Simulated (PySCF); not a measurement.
CH3O2S (charge -1).
SMILES with atom numbers: `[CH3:1][S@:2](=[O:3])[O-:4]` (hydrogens: H5, H6, H7 on C1)

The same species was optimised twice, with GFN2-xTB and with PBE0-D3(BJ)/def2-SVP (PySCF), and the same property calculations (PySCF, gas phase) were run on both structures.

```json
{"coordinate": "C1–S2 (Å)", "GFN2-xTB": "1.938", "PBE0-D3(BJ)/def2-SVP": "1.876", "change": "-0.062"}
{"coordinate": "S2–O4 (Å)", "GFN2-xTB": "1.494", "PBE0-D3(BJ)/def2-SVP": "1.517", "change": "+0.023"}
{"coordinate": "S2=O3 (Å)", "GFN2-xTB": "1.494", "PBE0-D3(BJ)/def2-SVP": "1.517", "change": "+0.023"}
{"coordinate": "C1–H5 (Å)", "GFN2-xTB": "1.084", "PBE0-D3(BJ)/def2-SVP": "1.101", "change": "+0.017"}
{"coordinate": "C1–H7 (Å)", "GFN2-xTB": "1.086", "PBE0-D3(BJ)/def2-SVP": "1.102", "change": "+0.016"}
{"coordinate": "C1–H6 (Å)", "GFN2-xTB": "1.086", "PBE0-D3(BJ)/def2-SVP": "1.102", "change": "+0.016"}
{"coordinate": "S2–C1–H5 (°)", "GFN2-xTB": "108.2", "PBE0-D3(BJ)/def2-SVP": "102.4", "change": "-5.8"}
{"coordinate": "S2–C1–H6 (°)", "GFN2-xTB": "108.4", "PBE0-D3(BJ)/def2-SVP": "110.8", "change": "+2.4"}
{"coordinate": "S2–C1–H7 (°)", "GFN2-xTB": "108.5", "PBE0-D3(BJ)/def2-SVP": "110.7", "change": "+2.2"}
{"coordinate": "C1–S2–O3 (°)", "GFN2-xTB": "101.3", "PBE0-D3(BJ)/def2-SVP": "99.5", "change": "-1.8"}
{"coordinate": "C1–S2–O4 (°)", "GFN2-xTB": "101.4", "PBE0-D3(BJ)/def2-SVP": "99.6", "change": "-1.8"}
{"coordinate": "O3–S2–O4 (°)", "GFN2-xTB": "112.5", "PBE0-D3(BJ)/def2-SVP": "114.0", "change": "+1.5"}
{"coordinate": "H6–C1–H7 (°)", "GFN2-xTB": "110.6", "PBE0-D3(BJ)/def2-SVP": "111.2", "change": "+0.6"}
{"coordinate": "H5–C1–H7 (°)", "GFN2-xTB": "110.5", "PBE0-D3(BJ)/def2-SVP": "110.7", "change": "+0.2"}
```

Rotational constants: A = 8407, B = 7104, C = 4476 MHz (GFN2-xTB) against A = 8026, B = 7564, C = 4562 MHz (PBE0-D3(BJ)/def2-SVP). Point groups within 0.08 Å: Cs and Cs. Atoms that the bonding makes alike are paired by their places after alignment.

On the GFN2-xTB structure: HOMO (eV) 0.01 [PBE0/pcSseg-1]; LUMO (eV) 6.33 [PBE0/pcSseg-1]; GIAO shielding of C1 (ppm) 132.3 [PBE0/pcSseg-1]; GIAO shielding of S2 (ppm) 44.4 [PBE0/pcSseg-1]; GIAO shielding of O3/O4 (mean) (ppm) 105.1 [PBE0/pcSseg-1]; C1s of C1 (eV) 285.09 [delta-SCF UKS SCAN, pcX-2 on the ionised atom, pcseg-1 elsewhere, spin-free X2C]; S1s of S2 (eV) 2474.49 [delta-SCF UKS SCAN, pcX-2 on the ionised atom, pcseg-1 elsewhere, spin-free X2C]; S2p of S2 (eV) 166.42 [delta-SCF UKS SCAN, pcX-2 on the ionised atom, pcseg-1 elsewhere, spin-free X2C].

Q: What do these properties become on the PBE0-D3(BJ)/def2-SVP structure?

A: 
```json
{"property": "HOMO (eV)", "level": "PBE0/pcSseg-1", "on GFN2-xTB": "0.01", "on PBE0-D3(BJ)/def2-SVP": "-0.04", "change": "-0.05"}
{"property": "LUMO (eV)", "level": "PBE0/pcSseg-1", "on GFN2-xTB": "6.33", "on PBE0-D3(BJ)/def2-SVP": "6.30", "change": "-0.03"}
{"property": "energy, GFN2-xTB geometry as zero (kcal/mol)", "level": "PBE0/pcSseg-1", "on GFN2-xTB": "0.0", "on PBE0-D3(BJ)/def2-SVP": "-1.9", "change": "-1.9"}
{"property": "GIAO shielding of C1 (ppm)", "level": "PBE0/pcSseg-1", "on GFN2-xTB": "132.3", "on PBE0-D3(BJ)/def2-SVP": "128.6", "change": "-3.7"}
{"property": "GIAO shielding of S2 (ppm)", "level": "PBE0/pcSseg-1", "on GFN2-xTB": "44.4", "on PBE0-D3(BJ)/def2-SVP": "60.4", "change": "+16.0"}
{"property": "GIAO shielding of O3/O4 (mean) (ppm)", "level": "PBE0/pcSseg-1", "on GFN2-xTB": "105.1", "on PBE0-D3(BJ)/def2-SVP": "108.8", "change": "+3.7"}
{"property": "C1s of C1 (eV)", "level": "delta-SCF UKS SCAN, pcX-2 on the ionised atom, pcseg-1 elsewhere, spin-free X2C", "on GFN2-xTB": "285.09", "on PBE0-D3(BJ)/def2-SVP": "285.42", "change": "+0.33"}
{"property": "S1s of S2 (eV)", "level": "delta-SCF UKS SCAN, pcX-2 on the ionised atom, pcseg-1 elsewhere, spin-free X2C", "on GFN2-xTB": "2474.49", "on PBE0-D3(BJ)/def2-SVP": "2474.52", "change": "+0.03"}
{"property": "S2p of S2 (eV)", "level": "delta-SCF UKS SCAN, pcX-2 on the ionised atom, pcseg-1 elsewhere, spin-free X2C", "on GFN2-xTB": "166.42", "on PBE0-D3(BJ)/def2-SVP": "166.47", "change": "+0.05"}
```

The heavy atoms differ by 0.045 Å rms after alignment (one structure mirrored). Among all bonds C1–S2 changes most (-0.062 Å). Changes are differences of the printed values. Neither structure is proved a minimum here. Isolated species at its PBE0-D3(BJ)/def2-SVP geometry, gas phase. The geometry's basis has no diffuse functions, a weakness for an anion.
